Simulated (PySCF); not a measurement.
## Magnesium: a sound run and one with changed settings

Sound run: Mg [Ne] 3s2, Mg⁺ [Ne] 3s1. All numbers are calculated (PySCF 2.14, no relativity, point nucleus, in def2-SVP (4s3p1d, 18 functions)). The sound run starts from symmetry-adapted Hartree-Fock orbitals and uses a fine grid where one is needed.

Changed run: initial guess minao, at most 50 SCF cycles, level shift 10.0 hartree.

| species | method | sound run (hartree) | changed run (hartree) | converged |
| --- | --- | --- | --- | --- |
| Mg | UHF | -199.53481 | -199.53478 | no |
| Mg | B3LYP | -200.02024 | -200.02024 | no |
| Mg | MN15 | -199.88504 | -199.88503 | no |
| Mg⁺ | UHF | -199.29272 | -199.29266 | no |
| Mg⁺ | B3LYP | -199.73546 | -199.73520 | no |
| Mg⁺ | MN15 | -199.60677 | -199.60665 | no |

A level shift slows the SCF but leaves a converged energy unchanged.
